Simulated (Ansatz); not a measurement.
# CH4AlF: molecular dynamics

Purpose: to follow the molecule's vibrations and see whether its bonds hold. The start is relaxed first. Runs: 300 steps of 0.25 fs under a Langevin thermostat, set from 700 K to 1400 K by a schedule.

Method: RKS B3LYP/def2-SVP, in Ansatz 0.2.0.

## (1) The system as given

Bond lengths: Al1–F2 1.690 Å, Al1–H3 1.560 Å, Al1–C4 1.970 Å, C4–H5 1.110 Å, C4–H6 1.110 Å, C4–H7 1.110 Å. Angles: F2–Al1–H3 120.0°, F2–Al1–C4 120.0°, H3–Al1–C4 120.0°, Al1–C4–H5 109.5°, Al1–C4–H6 109.5°, Al1–C4–H7 109.5°, H5–C4–H6 109.4°, H5–C4–H7 109.4°, H6–C4–H7 109.4°.

Structure file:

```xyz
7

Al    0.0000    0.0000    0.0000
F     0.0000    0.0000    1.6900
H     1.3510    0.0000   -0.7800
C    -1.7060    0.0000   -0.9850
H    -2.2662   -0.9305   -0.7558
H    -2.3102    0.8797   -0.6796
H    -1.5043    0.0508   -2.0753
```

## (2) Relaxing the start

The input, input.yaml:

```yaml
crystal:
  periodic: [false, false, false]
  atoms:
    - { symbol: Al, position_ang: [0.0, 0.0, 0.0] }
    - { symbol: F, position_ang: [0.0, 0.0, 1.69] }
    - { symbol: H, position_ang: [1.351, 0.0, -0.78] }
    - { symbol: C, position_ang: [-1.706, 0.0, -0.985] }
    - { symbol: H, position_ang: [-2.2662, -0.9305, -0.7558] }
    - { symbol: H, position_ang: [-2.3102, 0.8797, -0.6796] }
    - { symbol: H, position_ang: [-1.5043, 0.0508, -2.0753] }
basis:
  gaussian: { orbitals: def2-SVP }
hamiltonian:
  xc: b3lyp
relax:
  f_tol: 0.02
  max_steps: 40
```

On the command line:

```bash
ansatz run input.yaml --threads 1 --pin off --max-ram 2048MiB --backend cpu --events-out ev --progress --plain --runs-dir out
```

Further steps of the session: Dynamics.

What does the calculation give? Wanted: relaxation of the start; temperature, first and last step; temperature, second half; potential energy, second half; bonds formed or broken.

As calculated:

| quantity | value |
| --- | --- |
| relaxation of the start | 4 moves, 0.045 eV lower |
| length | 300 steps of 0.25 fs |
| temperature, first and last step | 600 and 474 K |
| temperature, second half | mean 422 K, from 262 to 576 K |
| potential energy, second half | +40 meV/atom from the start |
| bonds formed or broken | 0 |

**Reading.** Under a schedule from 700 to 1400 K over 75 fs, the atoms average 471 K over the last tenth of the run. Such a rate, of order 10^16 K/s, is far beyond any furnace or quench, and the atoms lag the set-point. The bonds all hold. 75 fs on 7 atoms is far too short and small for converged averages. The nuclei move classically, without zero-point motion, which matters most for hydrogen.
